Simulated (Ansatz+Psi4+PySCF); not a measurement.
doublet PO2: levels of theory in one basis

```yaml
atoms:
  - { symbol: P, position_ang: [0.0000, 0.0000, 0.0000] }
  - { symbol: O, position_ang: [0.0000, 1.4215, 0.5845] }
  - { symbol: O, position_ang: [0.0000, -1.2920, 0.5312] }
```

Basis set: cc-pVTZ on O; cc-pV(T+d)Z on P (spherical functions). Correlated methods keep 7 orbitals frozen. Correlation on ROHF uses semicanonical orbitals with singles. Charge 0, multiplicity 2.

Computed with Ansatz (development build ahead of 0.2.0) and Psi4 1.11; each method stands on the lowest determinant of its kind that the runs found.

```json
{"method": "ROHF", "E − E(ROHF) (eV)": "0.00", "<S²> of the determinant": "0.75"}
{"method": "UHF", "E − E(ROHF) (eV)": "-0.21", "<S²> of the determinant": "0.78"}
{"method": "UHF-MP2", "E − E(ROHF) (eV)": "-16.59", "<S²> of the determinant": "0.78"}
```

(1) What does ROHF-MP2 give on the same scale?

## Answers

(1) -16.73 eV.
